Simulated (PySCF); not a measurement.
These compounds are isomers of formula C$_{5}$H$_{6}$O.

A. `C=C1C=COC1`
B. SMILES C=CC(=O)C=C
C. SMILES C=C/C=C/C=O

Spectrum 1. ¹H NMR (300 MHz, computed): δ 9.88 (d, J = 8.2 Hz, 1H), 6.98 (m, 1H), 6.98 (m, 1H), 6.25 (m, 1H), 6.08 (m, 1H), 5.98 (m, 1H). ¹³C{¹H} NMR (computed): δ 196.8 (CH), 159.0 (CH), 145.1 (CH), 140.5 (CH), 135.8 (CH2).

Spectrum 2. ¹H NMR (300 MHz, computed): δ 6.83 (dt, J = 3.3, 1.6 Hz, 1H), 5.73 (dd, J = 3.3, 1.1 Hz, 1H), 5.10 (m, 1H), 5.05 (m, 2H), 4.83 (m, 1H). ¹³C{¹H} NMR (computed): δ 165.3 (CH), 157.4 (C), 112.4 (CH), 98.6 (CH2), 77.0 (CH2).

Spectrum 3. ¹H NMR (300 MHz, computed): δ 7.11 (d, J = 17.9 Hz, 2H), 6.67 (dd, J = 17.9, 11.2 Hz, 2H), 6.20 (d, J = 11.2 Hz, 2H). ¹³C{¹H} NMR (computed): δ 189.1 (C), 142.1 (CH), 140.8 (CH2).

How the numbers were obtained: geometry: GFN2-xTB, NMR shieldings at PBE0/pcSseg-1/GIAO, B3LYP/pcJ-1 coupling constants (spin–dipole term left out of most H,H and C,H couplings), in PySCF 2.14.0 with density-fitted response routines (isolated molecule, relativity neglected, equivalent nuclei averaged, a single conformation).

Scale: TMS for ¹H (σ = 31.72 ppm) and ¹³C (σ = 186.93 ppm) (reference shieldings calculated alike). Multiplet labels drop J under 1 Hz and among equivalent protons, and merge close values. Unscaled 3J(H,H) run several per cent high. Shifts are as computed. Against solution values, carbons near 30 ppm lie about +3 ppm off and those near 130 ppm about +5 ppm. Of 1211 compounds with measured shifts, 218 miss one by over three times the rms of a fit or turn the order of signals round; such compounds aren't used in these exercises.

**Question.** Which spectrum belongs to which compound?

**Answer.** 1–C, 2–A, 3–B.

- Spectrum 1 (C): 5 ¹³C signals; δC 196.8 is an aldehyde carbonyl carbon; δC 159.0 is a β carbon of a C=C–C=O unit.
- Spectrum 2 (A): 5 ¹³C signals; δC 165.3 is an alkene carbon bearing oxygen; δC 157.4 is a fully substituted alkene carbon.
- Spectrum 3 (B): 3 ¹³C signals; δC 189.1 is a ketone carbonyl carbon; δC 142.1 is an α carbon of a C=C–C=O unit.
